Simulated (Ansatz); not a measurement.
Ideal-gas functions of C$_{3}$H$_{2}$O (`O=c1cc1`) at 400 K and 1 bar, from an Ansatz frequency run at PBE0-D4/def2-TZVP.

Molar mass 54.05 g/mol, point group C2v (symmetry number 2), electronic degeneracy 1, moments of inertia 15.583, 63.968, 79.551 u Å². Harmonic wavenumbers (cm⁻¹, unscaled): 480, 532, 780, 848, 864, 993, 1056, 1169, 1586, 1970, 3207, 3240.

Use S(trans) = R[1.5 ln M + 2.5 ln T − 1.1517]; rotational temperatures θ = 24.2544 K / I; S(rot) = R[ln(√π/σ · √(T³/θAθBθC)) + 1.5]; for each mode x = 1.438777 ν̃/T, S = R[x/(eˣ − 1) − ln(1 − e⁻ˣ)] and H = RT x/(eˣ − 1); 1 cm⁻¹ = 0.0119627 kJ/mol; R = 8.31446 J/(mol·K).

Q: By hand: the entropy, in J/(mol·K).

A: Translation 164.7. Rotation: θ = 1.5565, 0.3792, 0.3049 K, giving 93.3. Vibration, mode by mode: 4.74, 4.08, 2.02, 1.66, 1.59, 1.10, 0.91, 0.65, 0.19, 0.06, 0.00, 0.00, in all 17.0. Electronic 0.0. Sum 275.0 J/(mol·K).

Q: By hand: H − E and G − E in kJ/mol, counted from the electronic energy.

A: Zero-point energy ½ × 16725 × 0.0119627 = 100.0; thermal vibration 4.9; translation, rotation and pV give 4 RT = 13.3. H − E = 118.2 kJ/mol, and G − E = 118.2 − 400 × 275.0/1000 = 8.2 kJ/mol.

Vibration gives 6 % of the entropy.
